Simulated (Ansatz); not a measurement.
Cartesian coordinates in Å:
```
C 0.033 -0.952 0.977
O -0.889 -0.006 0.481
C -0.300 0.968 -0.321
C 0.247 0.427 -1.575
N 0.680 -0.010 -2.545
H 0.501 -1.520 0.165
H 0.817 -0.464 1.571
H -0.528 -1.634 1.614
H -1.072 1.700 -0.568
H 0.513 1.493 0.201
```

Total charge 0; spin multiplicity 1.

Question: List the r2SCAN/def2-TZVPP orbital energies in eV (the Gaussian-basis code of Ansatz). (Best estimate.)

Answer: Computed: Occupied: -516.81, -385.51, -275.95, -274.66, -274.23, -28.36, -23.98, -20.27, -17.85, -14.13, -13.34, -13.23, -11.28, -10.62, -9.39, -9.09, -8.79, -8.34, -7.19. Lowest empty: -0.76, -0.06, 1.01, 2.17, 2.38, 2.82, 2.89, 3.41.
